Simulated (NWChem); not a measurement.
Species: isobutene (C4H8); SMILES CC(C)=C

Program: NWChem. Structure relaxed at the PBE0/def2-SVP level. B3LYP is NWChem's, with the RPA form of VWN correlation. Level: B3LYP/def2-SVP with SMD (1 M gas to 1 M solution), gas-phase geometry.

```
solvent                dielectric constant  solvation free energy (kcal/mol)  cavity-dispersion-structure term (kcal/mol)  dipole in solution (D)
---------------------  -------------------  --------------------------------  -------------------------------------------  ----------------------
water                                 78.4                               1.8                                          3.6                    0.91
n-hexane                              1.88                              -2.4                                         -1.6                    0.70
N,N-dimethylformamide                 37.2                              -1.4                                          0.4                    0.90
tetrahydrofuran                       7.43                              -1.9                                         -0.4                    0.85
1,4-dioxane                           2.21                              -0.8                                          0.2                    0.73
```
